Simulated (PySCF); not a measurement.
**Solvent effects on NMR parameters**

Cartesian coordinates in Å; atom numbers follow the order of the lines, from 1:
```xyz
9

F     2.3706    0.3290   -0.9398
C     1.2151    0.5399   -0.3258
C     0.2559   -0.3805   -0.2768
F     0.3916   -1.5811   -0.8358
C    -1.0616   -0.1971    0.4010
F    -1.1589    1.0574    0.9278
H     1.0985    1.5207    0.1363
H    -1.8781   -0.3591   -0.3259
H    -1.1748   -0.9467    1.2053
```

GIAO PBE0/pcSseg-1 in PySCF 2.14 on one PBE0-D3(BJ)/def2-SVP conformer, non-relativistic, equivalent nuclei averaged. Solvents enter as an IEF-PCM continuum (cyclohexane with ε = 2.0, chloroform with ε = 4.7) around the gas-phase geometry. Shifts are referred to CFCl3, TMS computed in the same medium.

Gas phase, δ in ppm: F4 -159.4, F1 -171.7, F6 -269.3, C3 150.0, C2 140.3, C5 78.7, H7 6.56, H8/H9 5.00. Dipole moment 1.59 D.

Problem. How does each δ change in the continuum?

Solution. 
```
atoms                                 environment  Δδ, cyclohexane  Δδ, chloroform
   F4                            vinylic fluorine             -0.1             0.0
   F1                            vinylic fluorine             -2.9            -5.1
   F6                   fluorine on an sp3 carbon             -0.7            -1.2
   C3             fully substituted alkene carbon             +1.0            +1.9
   C2                                   alkene CH             +0.1            +0.2
   C5                 allylic sp3 CH2 bonded to F             +0.5            +0.9
   H7                    hydrogen on an alkene CH            +0.08           +0.14
H8/H9  hydrogen on an allylic sp3 CH2 bonded to F            +0.11           +0.19
```

Changes are relative to the gas phase. The dipole moment becomes 1.75 D in cyclohexane, 1.88 D in chloroform.

Problem. Which nuclei move most (in ppm), and what does the model miss?

Solution. F1 (vinylic fluorine, -5.1 ppm) in chloroform. A continuum only polarises the solute; specific hydrogen bonds, the anisotropy of aromatic solvents and changes of geometry or conformer are outside it.
